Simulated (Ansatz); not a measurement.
# SiNHO (quintet): from Hartree-Fock to the top rungs, def2-QZVPP

The task here is to estimate one member of a computed series from the others.

Method: def2-QZVPP, core rule «outside noble gas», up to 7 orbitals frozen; program: Ansatz 0.2.0, Gaussian basis.

To be run: UHF; ROHF; CCSD(T) on UHF.

2 further runs of the same task are left out: 2 set aside as unsound or not needed.

## The system

The geometry is a PBE0/def2-TZVP stationary point (not a proven minimum) of the parent state, kept for this charge and spin.

4 atoms, charge 0, spin multiplicity 5.

Atoms are counted from 1 here; the program's logs count them from 0.

Bond lengths: O1–N2 1.272 Å, N2–Si3 1.774 Å, N2–H4 1.026 Å. Angles: O1–N2–Si3 124.5°, O1–N2–H4 113.3°, Si3–N2–H4 122.2°.

Set-up of the first run:

File in.yaml:

```yaml
crystal:
  periodic: [false, false, false]
  atoms:
    - {symbol: O, position_ang: [0.000000, -0.337465, 1.530169]}
    - {symbol: N, position_ang: [0.000000, 0.447419, 0.529033]}
    - {symbol: Si, position_ang: [0.000000, -0.082561, -1.163926]}
    - {symbol: H, position_ang: [0.000000, 1.439714, 0.791361]}
basis:
  gaussian: {orbitals: "def2-QZVPP.json"}
magnetization: {spin_polarized: true, initial_magnetization: 4}
hamiltonian: {xc: hf}
output: {orbitals: {seedname: orbitals}}
```

The run is started by

```bash
ansatz run in.yaml --threads 1 --pin off --events-out ev --progress --plain --max-ram 2393MiB
```

Among the steps run: UHF; ROHF; CCSD(T) on UHF.

One of the session's tables, all rows but one given; the rest of the session is left out.

It belongs to the step «Misses and costs». 

```
  method  from UCCSD(T) (kJ/mol)
    ROHF                 +1437.8
     UHF                 +1410.8
    UMP2                       ?
   UCCSD                   +66.4
UCCSD(T)                       0
```

**Question.** Estimate the row for UMP2.

**Answer.** from UCCSD(T) (kJ/mol): +123.1. In the column «from UCCSD(T) (kJ/mol)» it lies between UCCSD (+66.4) and UHF (+1410.8).
